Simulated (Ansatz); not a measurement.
Basis-set extrapolation for CH4Si, SMILES `C=[SiH2]` (PBE0-D4/def2-TZVP geometry, frozen core, Ansatz 0.2.0). Multiplicity 1, RHF reference.

|  | cc-pV(T+d)Z | cc-pV(Q+d)Z |
| --- | --- | --- |
| HF | -329.089683 | -329.096090 |
| MP2 correlation | -0.295689 | -0.314663 |
| CCSD(T) correlation | -0.340115 | -0.356283 |

Energies in hartree. Use E(X) = E(∞) + A·exp(−5.46·√X) for Hartree–Fock and E(X) = E(∞) + B·X^(−3.05) for correlation, with X = 3 and 4.

**Question.** What is the CCSD(T) energy at the basis-set limit?

**Answer.** HF limit: -329.096090 + (-0.006407) × 0.30130 = -329.09802. Correlation limit: -0.356283 + (-0.016168) × 0.71189 = -0.36779. Total: -329.46581 hartree, 94.5 kJ/mol below CCSD(T)/cc-pV(T+d)Z.
